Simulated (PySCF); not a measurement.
**Where the electron goes**

Cyclohexane, C₆H₁₂.
Atom-mapped SMILES: `[CH2:1]1[CH2:2][CH2:3][CH2:4][CH2:5][CH2:6]1` (hydrogens: H7, H8 on C1; H9, H10 on C2; H11, H12 on C3; H13, H14 on C4; H15, H16 on C5; H17, H18 on C6)

Geometry (PBE0-D3(BJ)/def2-SVP, Å), atoms numbered from 1 in this order:
```xyz
18
C6H12 angstrom
C      1.3162   -0.6177   -0.1553
C      1.1657    0.8349    0.2875
C     -0.1274    1.4487   -0.2417
C     -1.3436    0.6159    0.1533
C     -1.1931   -0.8368   -0.2894
C      0.1000   -1.4506    0.2398
H      1.4343   -0.6498   -1.2540
H      2.2357   -1.0552    0.2667
H      2.0351    1.4287   -0.0387
H      1.1596    0.8767    1.3922
H     -0.2371    2.4849    0.1180
H     -0.0736    1.5082   -1.3443
H     -2.2631    1.0534   -0.2688
H     -1.4619    0.6481    1.2520
H     -2.0626   -1.4306    0.0369
H     -1.1871   -0.8786   -1.3941
H      0.2097   -2.4867   -0.1200
H      0.0463   -1.5101    1.3424
```

Level of theory: TDDFT PBE0/def2-SVPD, vertical, gas phase, core orbitals frozen in the response (PySCF).

Frontier orbitals with the atoms that hold most of them (Löwdin shares over 4%, at most four atoms; ? is withheld):

```json
{"orbital": "LUMO+2", "ε (eV)": "1.46", "atoms": "C2 11%, C5 11%, H9 11%, H15 11%"}
{"orbital": "LUMO+1", "ε (eV)": "1.34", "atoms": "H18 11%, H12 11%, H14 11%, H7 11%"}
{"orbital": "LUMO", "ε (eV)": "?", "atoms": "?"}
{"orbital": "HOMO", "ε (eV)": "-8.36", "atoms": "C4 12%, C1 12%, C3 12%, C6 12%"}
{"orbital": "HOMO-1", "ε (eV)": "-8.36", "atoms": "C2 12%, C5 12%, C6 12%, C3 12%"}
{"orbital": "HOMO-2", "ε (eV)": "-8.71", "atoms": "C4 10%, C5 10%, C6 10%, C3 10%"}
{"orbital": "HOMO-3", "ε (eV)": "-9.44", "atoms": "C3 18%, C6 18%, H12 11%, H18 11%"}
```

Task: Give the leading atoms of the LUMO.

Result: C5 (bonded to 2 C and 2 H) 8%; C3 (bonded to 2 C and 2 H) 8%; C6 (bonded to 2 C and 2 H) 8%; C4 (bonded to 2 C and 2 H) 8%.

Task: What is the LUMO energy, and the HOMO–LUMO gap?

Result: ε(LUMO) = 0.80 eV; the gap is 9.17 eV (0.3368 hartree).

Within 0.005 eV of a neighbour in this list lie HOMO-1/HOMO (point group found: D3d); within a degenerate set the shares of single atoms can hang on how the components are chosen.

Task: The HOMO–LUMO gap is 9.17 eV. Where does the response calculation put the lowest singlet, and from which orbitals?

Result: S1 is at 8.05 eV (f = 0.0000), 1.11 eV below the gap, made of HOMO-1/HOMO→LUMO (99%). S1/S2 lie within about 0.01 eV of each other. 

Next come S2 at 8.05 eV (f 0.0000), HOMO-1/HOMO→LUMO (99%); S3 at 8.41 eV (f 0.0000), HOMO-2→LUMO (97%); S4 at 8.55 eV (f 0.0000), HOMO-1/HOMO→LUMO+1 (99%); S5 at 8.55 eV (f 0.0000), HOMO-1/HOMO→LUMO+1 (99%).

Orbitals of the list HOMO-3 to LUMO+2 that lie within 0.01 eV of each other are written together with a slash and their weights summed (≥ marks a lower bound); for degenerate orbitals outside that list single weights are arbitrary.

Löwdin shares depend on the basis, the more so with diffuse functions.

One conformer stands for the species.
